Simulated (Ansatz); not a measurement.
# CH2F2, singlet: cost against accuracy

Geometry (MP2(full)/6-31G*, from the G2/97 set):

```xyz
5

C     0.0000    0.0000    0.5562
F     0.0000    1.1097   -0.2373
F     0.0000   -1.1097   -0.2373
H    -0.9084    0.0000    1.1600
H     0.9084    0.0000    1.1600
```

Measured, as an electronic atomization energy: 436.3 kcal/mol (G2/97 heats of formation of molecule and atoms, with zero-point and thermal terms from B3LYP taken off; Curtiss et al., J. Chem. Phys. 106, 1063 (1997), Staroverov et al., J. Chem. Phys. 119, 12129 (2003)). The measured value holds scalar relativity and spin–orbit coupling, which all computed ones lack, and core correlation, which the wave-function levels lack. Atoms are taken at the same level; beside RHF, RMP2 and RCC rows they are unrestricted. The atoms' steps beyond CCSDT(Q) are taken from restricted open-shell runs, which share full CI's core. Ansatz 0.2.0; the 6-31G* set has Cartesian d functions; a miss is computed less measured; times are wall times on shared hosts and scatter by a factor of two or so.

```tsv
level	basis	miss (kcal/mol)	time of the run	hardware
RHF	cc-pVDZ	-138.3	0.34 s	1 CPU thread
RMP2	cc-pVDZ	-26.2	–	–
RCCSD(T)	cc-pVDZ	-37.3	1 s	1 CPU thread
RCCSDT(Q)	cc-pVDZ	-36.7	16 s	H100 + 2 CPU threads
RCCSDTQ	cc-pVDZ	-36.8	6.5 min	H100 + 2 CPU threads
RHF	cc-pVTZ	-127.8	0.88 s	1 CPU thread
RMP2	cc-pVTZ	2.2	–	–
RCCSD(T)	cc-pVTZ	-10.9	16 s	H100 + 2 CPU threads
RCCSDT(Q)	cc-pVTZ	-10.9	62 s	H100 + 2 CPU threads
RHF	cc-pVQZ	-127.1	3.4 s	1 CPU thread
RMP2	cc-pVQZ	9.7	–	–
RCCSD(T)	cc-pVQZ	-3.9	18 s	H100 + 2 CPU threads
```

HF's time is that of a plain UHF run. A dash: the level came out of a higher level's run.

A composite of the best parts (restricted reference, at this geometry, which isn't the minimum of the high levels):

```tsv
part	kcal/mol
Hartree–Fock limit (T, Q; exp(−5.46 √X))	309.48
CCSD(T) correlation limit (T, Q; X⁻³)	127.78
CCSDT − CCSD(T) (TZ)	-0.36
(Q) (TZ)	0.36
CCSDTQ − CCSDT(Q) (DZ)	-0.04
sum	437.2
sum less measured	0.9
```
